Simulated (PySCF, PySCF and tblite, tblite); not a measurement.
# C₃H₃ClS: a path driven as rotation about a bond, and NMR exchange

Aim: the barrier and rate of rotation about a bond in C₃H₃ClS (`C=C(Cl)C=S`), and what it does to NMR lines.

Programs: PySCF 2.14.0 with density-fitted response routines of our own, and tblite 0.8.0. All values are computed, except where a source is named. Atoms count from 0 throughout.

## 1. The molecule as given

8 atoms, charge 0, multiplicity 1; geometry from: force field or distance geometry start.

Bonds of the start (Å): C0–C1 1.33, C0–H5 1.10, C0–H6 1.08, C1–C3 1.50, C1–Cl2 1.72, C3–H7 1.11, C3–S4 1.68.

## 2. GFN2-xTB relaxation, start minimum

The job: settings as JSON, then the geometry in Å.

```
{"job": {"xc": "GFN2-xTB", "basis": "xTB", "kind": "relax"}, "charge": 0, "multiplicity": 1}
C     -1.198200    -0.335700    -0.242400
C     -0.168300     0.417300     0.131800
Cl    -0.415900     2.013200     0.736200
C      1.261300    -0.023300     0.095300
S      1.870800    -1.512200    -0.399900
H     -2.225900     0.050700    -0.190900
H     -1.092900    -1.340500    -0.622600
H      1.978100     0.740000     0.468100
```

Launch:

```
OMP_NUM_THREADS=1 python ens_run.py task.json out
```

The driver reads the study from task.json and runs its stages one after another.

Log:

```text
step      E/eV     max force
  0    -426.72033    2.386
  1    -426.82994    1.001
  2    -426.86637    0.628
  3    -426.87473    0.271
  4    -426.88101    0.238
  5    -426.88477    0.190
  6    -426.88708    0.196
  7    -426.88953    0.157
  8    -426.89089    0.092
  9    -426.89172    0.094
 10    -426.89253    0.084
 11    -426.89361    0.112
 12    -426.89470    0.107
 13    -426.89553    0.094
 14    -426.89610    0.071
 15    -426.89661    0.069
 16    -426.89699    0.049
 17    -426.89711    0.017
 18    -426.89713    0.006
 19    -426.89713    0.005
 20    -426.89713    0.005
 21    -426.89714    0.005
 22    -426.89714    0.003
```

It took 0.13 s on 1 thread of Arm Neoverse V1, shared host.

The energy fell by 0.177 eV, and the atoms moved 0.06 Å (root mean square).

## 3. Relaxed scan, rotation

The job: settings as JSON, then the geometry in Å.

```
{"job": {"xc": "GFN2-xTB", "basis": "xTB", "coordinate": [["t", [0, 1, 3, 4], 0.25], ["t", [0, 1, 3, 7], 0.25], ["t", [2, 1, 3, 4], 0.25], ["t", [2, 1, 3, 7], 0.25]], "kind": "drive"}, "charge": 0, "multiplicity": 1}
C     -1.180513    -0.339691    -0.245158
C     -0.144062     0.409815     0.140726
Cl    -0.398161     2.022111     0.737326
C      1.232536    -0.009559     0.108057
S      1.735099    -1.467120    -0.401356
H     -2.192823     0.017955    -0.202378
H     -1.009196    -1.336933    -0.612948
H      1.966177     0.712836     0.451166
```

Log:

```text
point  coordinate     E/eV
  0    104.600     -426.88454
  1    119.300     -426.84533
  2    134.100     -426.78209
  3    149.200     -426.70721
  4    164.300     -426.64149
  5    179.600     -426.60088
  6    195.000     -426.59863
  7    210.300     -426.63716
  8    225.400     -426.70155
  9    240.300     -426.76758
 10    255.100     -426.81497
 11    269.800     -426.83220
```

Wall time 1.2 s (1 thread of Arm Neoverse V1, shared host).

The highest point is number 6, 6.6 kcal/mol above the first.

## 4. Nudged elastic band, leg 1

The job: settings as JSON, then the geometry in Å.

```
{"job": {"xc": "GFN2-xTB", "basis": "xTB", "kind": "neb"}, "charge": 0, "multiplicity": 1}
C     -1.180513    -0.339691    -0.245158
C     -0.144062     0.409815     0.140726
Cl    -0.398161     2.022111     0.737326
C      1.232536    -0.009559     0.108057
S      1.735099    -1.467120    -0.401356
H     -2.192823     0.017955    -0.202378
H     -1.009196    -1.336933    -0.612948
H      1.966177     0.712836     0.451166
```

Log:

```text
image   E - E0 / eV
  0       0.0000
  1       0.0555
  2       0.1904
  3       0.2973
  4       0.2622
  5       0.1304
  6       0.0648
```

It took 0.87 s on 1 thread of Arm Neoverse V1, shared host.

The highest point is number 3, 6.9 kcal/mol above the first.

## 5. Saddle search, leg 1

The job: settings as JSON, then the geometry in Å.

```
{"job": {"xc": "GFN2-xTB", "basis": "xTB", "kind": "saddle"}, "charge": 0, "multiplicity": 1}
C     -1.240806    -0.355070    -0.042431
C     -0.150624     0.388151     0.004063
Cl    -0.210120     2.125018    -0.097364
C      1.219749    -0.110887     0.155851
S      2.185345    -0.495836    -1.077954
H     -2.221363     0.075454    -0.127453
H     -1.164681    -1.426932     0.007181
H      1.582501    -0.199898     1.178108
```

Log:

```text
step      E/eV     max force
  0    -426.59988   0.0597
  1    -426.59484   0.1581
  2    -426.59851   0.0432
  3    -426.59550   0.0720
  4    -426.59457   0.0817
  5    -426.59474   0.0037
lowest wavenumbers (cm-1): -121.0 172.6 228.4 337.6 534.7 611.6
```

It took 0.88 s on 1 thread of Arm Neoverse V1, shared host.

Point group C1; 1 imaginary mode, 121i cm⁻¹, carried by H7, C3, S4, Cl2. Steps downhill from it reached both ends.

## 6. Shieldings, start: CAM-B3LYP/pcSseg-1

The job: settings as JSON, then the geometry in Å.

```
{"job": {"kind": "nmr", "xc": "CAM-B3LYP", "basis": "pcSseg-1", "pop": false}, "charge": 0, "multiplicity": 1}
C     -1.180513    -0.339691    -0.245158
C     -0.144062     0.409815     0.140726
Cl    -0.398161     2.022111     0.737326
C      1.232536    -0.009559     0.108057
S      1.735099    -1.467120    -0.401356
H     -2.192823     0.017955    -0.202378
H     -1.009196    -1.336933    -0.612948
H      1.966177     0.712836     0.451166
```

Log:

```text
coarse grid: 8368 points
cycle   1  E = -974.2760368315  dE =  7.546e-01  |g| = 4.386e-01  |ddm| = 2.802e+00
cycle   2  E = -974.2084628470  dE =  6.757e-02  |g| = 7.204e-01  |ddm| = 1.357e+00
cycle   3  E = -974.3383465409  dE = -1.299e-01  |g| = 4.205e-02  |ddm| = 8.225e-01
cycle   4  E = -974.3388080102  dE = -4.615e-04  |g| = 2.473e-02  |ddm| = 1.008e-01
cycle   5  E = -974.3389645923  dE = -1.566e-04  |g| = 7.543e-03  |ddm| = 3.881e-02
cycle   6  E = -974.3389831196  dE = -1.853e-05  |g| = 2.124e-03  |ddm| = 1.570e-02
cycle   7  E = -974.3389853211  dE = -2.202e-06  |g| = 1.013e-03  |ddm| = 5.891e-03
final grid: 73232 points
cycle   8  E = -974.3731303581  dE = -1.221e-05  |g| = 3.321e-03  |ddm| = 1.165e-02
cycle   9  E = -974.3731286336  dE =  1.724e-06  |g| = 4.274e-03  |ddm| = 6.657e-03
cycle  10  E = -974.3731333775  dE = -4.744e-06  |g| = 5.098e-04  |ddm| = 4.612e-03
cycle  11  E = -974.3731334345  dE = -5.704e-08  |g| = 2.033e-04  |ddm| = 6.660e-04
cycle  12  E = -974.3731334458  dE = -1.130e-08  |g| = 7.065e-05  |ddm| = 2.790e-04
cycle  13  E = -974.3731334474  dE = -1.588e-09  |g| = 2.093e-05  |ddm| = 1.415e-04
cycle  14  E = -974.3731334476  dE = -2.110e-10  |g| = 9.919e-06  |ddm| = 5.253e-05
converged SCF energy = -974.3731334476

GIAO shielding tensors (ppm)
atom      isotropic    diamagn.    paramagn.     s11        s22        s33       span
  0 C       52.922     252.562    -199.639    -37.189     33.813    162.142    199.331
  1 C       32.630     256.094    -223.464    -76.813     67.682    107.021    183.835
  2 Cl     687.902    1147.034    -459.133    506.320    533.602   1023.783    517.463
  3 C      -73.001     252.123    -325.123   -245.867    -95.143    122.007    367.874
  4 S     -723.434    1056.138   -1779.573  -2469.574   -452.562    751.833   3221.407
  5 H       26.281      29.277      -2.996     24.190     25.202     29.450      5.260
  6 H       24.766      29.970      -5.203     21.619     23.114     29.566      7.947
  7 H       20.937      28.839      -7.902     15.609     19.515     27.688     12.079
```

Wall time 10 s (1 thread of Arm Neoverse V1, shared host); peak memory 0.52 GiB.

This run: HOMO -8.29 eV, LUMO -2.15 eV; dipole 1.23 D.

## 7. Shieldings, saddle of leg 1: CAM-B3LYP/pcSseg-1

The job: settings as JSON, then the geometry in Å.

```
{"job": {"kind": "nmr", "xc": "CAM-B3LYP", "basis": "pcSseg-1", "pop": false}, "charge": 0, "multiplicity": 1}
C     -1.247344    -0.351367    -0.015255
C     -0.148071     0.380788     0.000341
Cl    -0.197983     2.112889    -0.174969
C      1.220580    -0.122995     0.154198
S      2.233466    -0.362221    -1.079339
H     -2.220465     0.086073    -0.145350
H     -1.191380    -1.420611     0.089335
H      1.551197    -0.322556     1.171039
```

Log:

```text
coarse grid: 8368 points
cycle   1  E = -974.2588118943  dE =  7.535e-01  |g| = 4.744e-01  |ddm| = 2.779e+00
cycle   2  E = -974.1691730602  dE =  8.964e-02  |g| = 8.076e-01  |ddm| = 1.273e+00
cycle   3  E = -974.3275034984  dE = -1.583e-01  |g| = 4.283e-02  |ddm| = 7.642e-01
cycle   4  E = -974.3279668545  dE = -4.634e-04  |g| = 2.361e-02  |ddm| = 8.615e-02
cycle   5  E = -974.3281004677  dE = -1.336e-04  |g| = 7.014e-03  |ddm| = 3.643e-02
cycle   6  E = -974.3281140531  dE = -1.359e-05  |g| = 3.229e-03  |ddm| = 1.064e-02
cycle   7  E = -974.3281170058  dE = -2.953e-06  |g| = 9.243e-04  |ddm| = 5.622e-03
final grid: 73232 points
cycle   8  E = -974.3627868132  dE = -1.211e-05  |g| = 2.855e-03  |ddm| = 1.014e-02
cycle   9  E = -974.3627851504  dE =  1.663e-06  |g| = 3.867e-03  |ddm| = 5.763e-03
cycle  10  E = -974.3627889486  dE = -3.798e-06  |g| = 5.171e-04  |ddm| = 3.940e-03
cycle  11  E = -974.3627890104  dE = -6.172e-08  |g| = 1.663e-04  |ddm| = 5.715e-04
cycle  12  E = -974.3627890174  dE = -6.994e-09  |g| = 4.539e-05  |ddm| = 1.887e-04
cycle  13  E = -974.3627890181  dE = -7.481e-10  |g| = 1.639e-05  |ddm| = 9.478e-05
converged SCF energy = -974.3627890181

GIAO shielding tensors (ppm)
atom      isotropic    diamagn.    paramagn.     s11        s22        s33       span
  0 C       64.677     252.003    -187.327    -42.564     77.128    159.466    202.030
  1 C       31.058     257.164    -226.106    -92.359     71.201    114.331    206.689
  2 Cl     627.411    1146.663    -519.252    374.478    534.269    973.487    599.009
  3 C      -89.485     253.690    -343.175   -269.991   -137.115    138.649    408.640
  4 S     -918.650    1055.333   -1973.984  -2898.907   -578.244    721.199   3620.106
  5 H       26.030      29.514      -3.484     22.641     25.006     30.443      7.801
  6 H       26.420      30.532      -4.112     23.045     25.915     30.301      7.256
  7 H       19.749      28.539      -8.790     15.124     20.606     23.516      8.392
```

Run time: 8.1 s. Hardware: 1 thread of Arm Neoverse V1, shared host; peak memory 0.52 GiB.

Key values: HOMO -8.29 eV, LUMO -1.73 eV; dipole 2.06 D.

## 8. Shieldings, end: CAM-B3LYP/pcSseg-1

The job: settings as JSON, then the geometry in Å.

```
{"job": {"kind": "nmr", "xc": "CAM-B3LYP", "basis": "pcSseg-1", "pop": false}, "charge": 0, "multiplicity": 1}
C     -1.236996    -0.275938     0.204504
C     -0.118603     0.363633    -0.158398
Cl    -0.202831     1.937954    -0.866863
C      1.192123    -0.205850     0.013247
S      2.592712     0.498672    -0.403090
H     -2.209218     0.162058     0.068194
H     -1.190375    -1.255882     0.646263
H      1.206389    -1.194828     0.462680
```

Log:

```text
coarse grid: 8368 points
cycle   1  E = -974.2722519118  dE =  7.676e-01  |g| = 4.386e-01  |ddm| = 2.791e+00
cycle   2  E = -974.2040917787  dE =  6.816e-02  |g| = 7.201e-01  |ddm| = 1.625e+00
cycle   3  E = -974.3387704660  dE = -1.347e-01  |g| = 4.390e-02  |ddm| = 9.853e-01
cycle   4  E = -974.3393199940  dE = -5.495e-04  |g| = 2.301e-02  |ddm| = 1.221e-01
cycle   5  E = -974.3394584557  dE = -1.385e-04  |g| = 7.390e-03  |ddm| = 4.035e-02
cycle   6  E = -974.3394761085  dE = -1.765e-05  |g| = 2.081e-03  |ddm| = 1.458e-02
cycle   7  E = -974.3394779535  dE = -1.845e-06  |g| = 7.551e-04  |ddm| = 6.428e-03
final grid: 73232 points
cycle   8  E = -974.3739914491  dE = -1.190e-05  |g| = 3.166e-03  |ddm| = 1.018e-02
cycle   9  E = -974.3739896932  dE =  1.756e-06  |g| = 4.117e-03  |ddm| = 6.566e-03
cycle  10  E = -974.3739941243  dE = -4.431e-06  |g| = 5.246e-04  |ddm| = 5.059e-03
cycle  11  E = -974.3739941896  dE = -6.530e-08  |g| = 1.637e-04  |ddm| = 6.845e-04
cycle  12  E = -974.3739941962  dE = -6.662e-09  |g| = 6.307e-05  |ddm| = 2.311e-04
cycle  13  E = -974.3739941974  dE = -1.161e-09  |g| = 1.976e-05  |ddm| = 1.292e-04
cycle  14  E = -974.3739941975  dE = -1.442e-10  |g| = 9.339e-06  |ddm| = 4.454e-05
converged SCF energy = -974.3739941975

GIAO shielding tensors (ppm)
atom      isotropic    diamagn.    paramagn.     s11        s22        s33       span
  0 C       43.756     252.967    -209.211    -64.072     49.425    145.916    209.988
  1 C       23.348     255.123    -231.774    -85.538     54.117    101.466    187.004
  2 Cl     715.908    1146.718    -430.810    492.944    694.081    960.698    467.754
  3 C      -64.477     252.706    -317.183   -235.103    -84.365    126.038    361.141
  4 S     -839.328    1055.193   -1894.521  -2809.409   -450.638    742.064   3551.473
  5 H       24.723      29.426      -4.703     21.228     23.522     29.420      8.193
  6 H       25.823      30.742      -4.918     22.633     24.813     30.024      7.391
  7 H       20.677      30.172      -9.495     16.255     19.905     25.872      9.618
```

Wall time 8.5 s (1 thread of Arm Neoverse V1, shared host); peak memory 0.53 GiB.

This run: HOMO -8.07 eV, LUMO -1.98 eV; dipole 3.14 D.

## 9. The path in numbers

The job: settings as JSON, then the geometry in Å.

```
{"job": {"smiles": "C=C(Cl)C=S", "charge": 0, "mult": 1, "motion": "rotation", "what": "diene or enone", "atoms": [1, 3], "drives": [{"terms": [["t", [0, 1, 3, 4], 0.25], ["t", [0, 1, 3, 7], 0.25], ["t", [2, 1, 3, 4], 0.25], ["t", [2, 1, 3, 7], 0.25]], "by": 180, "n": 12}], "study": "path", "level": {"kind": "nmr", "xc": "CAM-B3LYP", "basis": "pcSseg-1"}, "fields": [360, 500, 800], "first": 3, "seed": 38, "kind": "path"}, "charge": 0, "multiplicity": 1}
C     -1.180513    -0.339691    -0.245158
C     -0.144062     0.409815     0.140726
Cl    -0.398161     2.022111     0.737326
C      1.232536    -0.009559     0.108057
S      1.735099    -1.467120    -0.401356
H     -2.192823     0.017955    -0.202378
H     -1.009196    -1.336933    -0.612948
H      1.966177     0.712836     0.451166
```

Log:

```text
stationary points (kcal/mol above the start)
  n  kind          group   xTB      DFT    lowest mode
  0  minimum      Cs       0.00     0.00      89.8
  1  saddle       C1       6.97     6.46    -121.0
  2  minimum      Cs       1.50    -0.55     108.2

GFN2-xTB energies: T/K, barrier G, reaction G (kcal/mol), k forward, k back (1/s)
 150.00     6.72     1.51   1.01e+03    1.6e+05
 200.00     6.78     1.51   3.29e+05   1.45e+07
 250.00     6.84     1.50   1.08e+07   2.23e+08
 298.15     6.92     1.50   1.05e+08   1.32e+09
 350.00     7.01     1.50    6.1e+08   5.25e+09
 400.00     7.11     1.49   2.18e+09   1.42e+10
 500.00     7.33     1.48   1.31e+10   5.82e+10

CAM-B3LYP/pcSseg-1 + D3(BJ) energies: T/K, barrier G, reaction G (kcal/mol), k forward, k back (1/s)
 150.00     6.20    -0.54   5.74e+03        936
 200.00     6.26    -0.54   1.21e+06   3.08e+05
 250.00     6.33    -0.55   3.07e+07   1.02e+07
 298.15     6.40    -0.55   2.52e+08   9.98e+07
 350.00     6.49    -0.55   1.28e+09   5.81e+08
 400.00     6.59    -0.56   4.17e+09   2.07e+09
 500.00     6.81    -0.57    2.2e+10   1.24e+10
```

Wall time 32 s (1 thread of Arm Neoverse V1, shared host); peak memory 0.53 GiB. This counts the whole study up to here.

Barriers by level (kcal/mol; entropies in cal/(mol K)). Zero-point and thermal terms come from xTB in every row. ΔG‡ leaves symmetry out; the rate counts equivalent paths (a factor of 2); effective ΔG‡, where given, is the barrier that would give that rate by Eyring's equation alone:

| level | ΔE‡ | with zero-point | ΔH‡ | ΔS‡ | ΔG‡ (298 K) | ΔE of reaction | k at 298 K (1/s) | effective ΔG‡ |
| --- | --- | --- | --- | --- | --- | --- | --- | --- |
| GFN2-xTB | 6.97 | 6.63 | 6.27 | -2.2 | 6.92 | 1.50 | 1e+08 | 6.51 |
| CAM-B3LYP/pcSseg-1 + D3(BJ) | 6.46 | 6.11 | 5.75 | -2.2 | 6.40 | -0.55 | 2.5e+08 | 5.99 |

Sites that the driver pairs across this motion, and where their lines would merge (no couplings; faster rotations or exchange between molecules can average them sooner):

| nucleus | sites: shielding (ppm) | proton frequency (MHz) | spread (Hz) | coalescence (K) | lines at 298 K |
| --- | --- | --- | --- | --- | --- |
| ¹³C | C1: 32.6; C1 (end): 23.3 | 800 | 1868 | 148 | – |
| ¹³C | C0: 52.9; C0 (end): 43.8 | 800 | 1844 | 147 | – |
| ¹³C | C3: -73.0; C3 (end): -64.5 | 800 | 1715 | 147 | – |
| ¹H | H5: 26.28; H5 (end): 24.72 | 800 | 1246 | 145 | – |
| ¹H | H6: 24.77; H6 (end): 25.82 | 800 | 846 | 142 | – |
| ¹H | H7: 20.94; H7 (end): 20.68 | 800 | 208 | 134 | – |

Rows that set an atom against itself at the end compare its shielding in the two forms.

## 10. Shieldings, start: PBE0/cc-pVTZ

The job: settings as JSON, then the geometry in Å.

```
{"job": {"kind": "nmr", "xc": "PBE0", "basis": "cc-pVTZ", "pop": false}, "charge": 0, "multiplicity": 1}
C     -1.180513    -0.339691    -0.245158
C     -0.144062     0.409815     0.140726
Cl    -0.398161     2.022111     0.737326
C      1.232536    -0.009559     0.108057
S      1.735099    -1.467120    -0.401356
H     -2.192823     0.017955    -0.202378
H     -1.009196    -1.336933    -0.612948
H      1.966177     0.712836     0.451166
```

Log:

```text
coarse grid: 8368 points
cycle   1  E = -974.0713321622  dE =  6.541e-01  |g| = 3.201e-01  |ddm| = 5.583e+00
cycle   2  E = -974.0112250490  dE =  6.011e-02  |g| = 5.838e-01  |ddm| = 1.313e+00
cycle   3  E = -974.0990100355  dE = -8.778e-02  |g| = 8.906e-02  |ddm| = 8.496e-01
cycle   4  E = -974.1009401480  dE = -1.930e-03  |g| = 3.188e-02  |ddm| = 1.792e-01
cycle   5  E = -974.1011581862  dE = -2.180e-04  |g| = 1.456e-02  |ddm| = 6.396e-02
cycle   6  E = -974.1012176939  dE = -5.951e-05  |g| = 2.378e-03  |ddm| = 2.560e-02
cycle   7  E = -974.1012189014  dE = -1.207e-06  |g| = 1.068e-03  |ddm| = 5.348e-03
final grid: 73232 points
cycle   8  E = -974.1105584660  dE = -2.375e-05  |g| = 9.276e-03  |ddm| = 7.103e-02
cycle   9  E = -974.1104803368  dE =  7.813e-05  |g| = 1.870e-02  |ddm| = 3.901e-02
cycle  10  E = -974.1105800527  dE = -9.972e-05  |g| = 1.426e-03  |ddm| = 2.808e-02
cycle  11  E = -974.1105805394  dE = -4.867e-07  |g| = 4.855e-04  |ddm| = 2.175e-03
cycle  12  E = -974.1105806018  dE = -6.243e-08  |g| = 1.290e-04  |ddm| = 9.392e-04
cycle  13  E = -974.1105806061  dE = -4.283e-09  |g| = 3.532e-05  |ddm| = 2.171e-04
cycle  14  E = -974.1105806064  dE = -3.402e-10  |g| = 1.167e-05  |ddm| = 7.413e-05
converged SCF energy = -974.1105806064

GIAO shielding tensors (ppm)
atom      isotropic    diamagn.    paramagn.     s11        s22        s33       span
  0 C       62.528     253.075    -190.547    -19.909     39.120    168.371    188.280
  1 C       40.387     249.530    -209.143    -59.287     70.054    110.394    169.681
  2 Cl     705.449    1145.931    -440.482    524.425    576.831   1015.090    490.664
  3 C      -55.343     245.837    -301.180   -214.149    -78.267    126.388    340.537
  4 S     -553.862    1057.186   -1611.048  -2113.484   -318.080    769.978   2883.462
  5 H       26.375      30.088      -3.713     24.510     25.374     29.241      4.731
  6 H       24.609      30.609      -6.000     21.599     23.559     28.669      7.070
  7 H       20.322      27.790      -7.468     14.519     19.200     27.246     12.726
```

Wall time 16 s (1 thread of Arm Neoverse V1, shared host); peak memory 0.84 GiB.

This run: HOMO -6.89 eV, LUMO -3.22 eV; dipole 1.29 D.

## 11. Single-point energy, saddle of leg 1: PBE0/cc-pVTZ

The job: settings as JSON, then the geometry in Å.

```
{"job": {"kind": "sp", "xc": "PBE0", "basis": "cc-pVTZ", "pop": false}, "charge": 0, "multiplicity": 1}
C     -1.247344    -0.351367    -0.015255
C     -0.148071     0.380788     0.000341
Cl    -0.197983     2.112889    -0.174969
C      1.220580    -0.122995     0.154198
S      2.233466    -0.362221    -1.079339
H     -2.220465     0.086073    -0.145350
H     -1.191380    -1.420611     0.089335
H      1.551197    -0.322556     1.171039
```

Log:

```text
coarse grid: 8368 points
cycle   1  E = -974.0527448210  dE =  6.579e-01  |g| = 3.667e-01  |ddm| = 5.556e+00
cycle   2  E = -973.9664219097  dE =  8.632e-02  |g| = 6.943e-01  |ddm| = 1.423e+00
cycle   3  E = -974.0867186622  dE = -1.203e-01  |g| = 1.028e-01  |ddm| = 9.327e-01
cycle   4  E = -974.0892429608  dE = -2.524e-03  |g| = 3.858e-02  |ddm| = 2.024e-01
cycle   5  E = -974.0895834927  dE = -3.405e-04  |g| = 1.702e-02  |ddm| = 7.365e-02
cycle   6  E = -974.0896630542  dE = -7.956e-05  |g| = 1.907e-03  |ddm| = 2.668e-02
cycle   7  E = -974.0896637553  dE = -7.011e-07  |g| = 9.098e-04  |ddm| = 4.156e-03
final grid: 73232 points
cycle   8  E = -974.0993235715  dE = -2.271e-05  |g| = 9.811e-03  |ddm| = 6.788e-02
cycle   9  E = -974.0992418241  dE =  8.175e-05  |g| = 1.955e-02  |ddm| = 3.889e-02
cycle  10  E = -974.0993468200  dE = -1.050e-04  |g| = 2.336e-03  |ddm| = 2.712e-02
cycle  11  E = -974.0993481774  dE = -1.357e-06  |g| = 4.897e-04  |ddm| = 3.591e-03
cycle  12  E = -974.0993482402  dE = -6.288e-08  |g| = 1.615e-04  |ddm| = 9.371e-04
cycle  13  E = -974.0993482465  dE = -6.284e-09  |g| = 4.093e-05  |ddm| = 2.663e-04
cycle  14  E = -974.0993482469  dE = -3.815e-10  |g| = 1.458e-05  |ddm| = 6.113e-05
converged SCF energy = -974.0993482469
```

Wall time 8.4 s (1 thread of Arm Neoverse V1, shared host); peak memory 0.62 GiB.

This run: HOMO -6.91 eV, LUMO -2.86 eV; dipole 2.01 D.

[end of part 1 of 2]
